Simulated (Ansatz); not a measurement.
Reaction (SMILES): [SiH4] (SiH4) → 4 H atom + Si atom
B3LYP-D3(BJ)/def2-TZVP geometries, fixed; electronic energies without zero-point terms.
Largest species:
```xyz
5

Si     0.0000     0.0000     0.0000
H      0.8756     0.8547     0.8331
H     -0.8222    -0.8655     0.8753
H     -0.8862     0.8545    -0.8220
H      0.8328    -0.8437    -0.8864
```

Basis-set convergence of the atomisation energy at r2SCAN with Ansatz (a quantum-chemistry and plane-wave program). Cartesian d functions, on some or all atoms, in 6-31+G*, 6-311+G**; all else is spherical. The program fits the integrals of some runs and decomposes those of others, by size. Open shells are unrestricted. No added dispersion term, no relativity. Functions are those of the species that has most. Reference: the value in pcseg-4, 322.40 kcal/mol, itself unsure by roughly 0.12 kcal/mol (its mean distance from aug-pcseg-3, aug-cc-pV(Q+d)Z, cc-pV(5+d)Z). Deviations are taken from unrounded values.

```tsv
basis	functions	atomisation energy (kcal/mol)	minus reference (kcal/mol)
6-31G	21	302.12	-20.28
def2-SV(P)	26	314.52	-7.88
6-31+G*	31	319.40	-3.00
def2-SVP	38	319.34	-3.06
6-311+G**	55	319.34	-3.06
aug-pcseg-1	63	320.28	-2.12
aug-cc-pV(D+d)Z	68	317.65	-4.75
cc-pV(T+d)Z	95	321.86	-0.54
jun-cc-pV(T+d)Z	104	321.75	-0.65
def2-TZVPPD	116	322.07	-0.33
pcseg-3	196	322.36	-0.04
aug-cc-pV(Q+d)Z	273	322.66	0.26
cc-pV(5+d)Z	320	322.44	0.04
```
